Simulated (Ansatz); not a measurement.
The cluster C₂H₄, 6 atoms. Hardware: 4 threads of Intel Xeon 6975P-C on a shared host.

Correlated methods freeze 2 core orbitals.

Q: How many basis functions does each of these Ansatz runs have, and roughly what does it cost? RPA@PBE/def2-TZVP, charge 0 singlet, energy, from earlier orbitals; PBE-D4/def2-TZVPD, charge 0 singlet, energy, from earlier orbitals; PBE-D4/def2-TZVP, charge 0 singlet, energy, from earlier orbitals; B97M-V/def2-TZVP, charge 0 singlet, energy, from earlier orbitals; B2PLYP/def2-TZVP, charge 0 singlet, energy, from earlier orbitals; PBE-D4/def2-TZVP, charge 1 doublet at the geometry of the charge 0 singlet, energy, from earlier orbitals; PBE0-D4/def2-TZVPD, charge 0 singlet, energy, from earlier orbitals; r2SCAN-D4/def2-TZVPD, charge 0 singlet, energy, from earlier orbitals; CCSD(T)/def2-TZVPP, charge 1 doublet at the geometry of the charge 0 singlet, energy, from earlier orbitals; r2SCAN-D4/def2-TZVP, charge 0 triplet at the geometry of the charge 0 singlet, energy, from earlier orbitals; r2SCAN-D4/def2-TZVP, charge 0 singlet, relaxation, 4 steps; CCSD(T)/def2-TZVPD, charge 0 singlet, energy, from earlier orbitals.

A: Other jobs shared the machine, so times can vary by a factor of up to 3. A dash marks memory too small to be measured apart from the calling script's.

```
                                                                                                         run  functions  fitting or Cholesky vectors  wall time  peak host memory (GiB)
                                           PBE-D4/def2-TZVP, charge 0 singlet, energy, from earlier orbitals         86                          536     0.25 s                       –
                                          PBE-D4/def2-TZVPD, charge 0 singlet, energy, from earlier orbitals        110                          552     0.25 s                       –
                                         PBE0-D4/def2-TZVPD, charge 0 singlet, energy, from earlier orbitals        110                          552     0.25 s                       –
                                          RPA@PBE/def2-TZVP, charge 0 singlet, energy, from earlier orbitals         86                          591      0.3 s                       –
   PBE-D4/def2-TZVP, charge 1 doublet at the geometry of the charge 0 singlet, energy, from earlier orbitals         86                          536      0.3 s                       –
                                           B2PLYP/def2-TZVP, charge 0 singlet, energy, from earlier orbitals         86                          591      0.3 s                       –
                                       r2SCAN-D4/def2-TZVPD, charge 0 singlet, energy, from earlier orbitals        110                          552     0.45 s                       –
                                           B97M-V/def2-TZVP, charge 0 singlet, energy, from earlier orbitals         86                          536     0.55 s                       –
r2SCAN-D4/def2-TZVP, charge 0 triplet at the geometry of the charge 0 singlet, energy, from earlier orbitals         86                          536     0.65 s                       –
                                         CCSD(T)/def2-TZVPD, charge 0 singlet, energy, from earlier orbitals        110                          769      0.9 s                       –
 CCSD(T)/def2-TZVPP, charge 1 doublet at the geometry of the charge 0 singlet, energy, from earlier orbitals        118                          684      1.6 s                    0.75
                                                  r2SCAN-D4/def2-TZVP, charge 0 singlet, relaxation, 4 steps         86                          536      1.6 s                       –
```
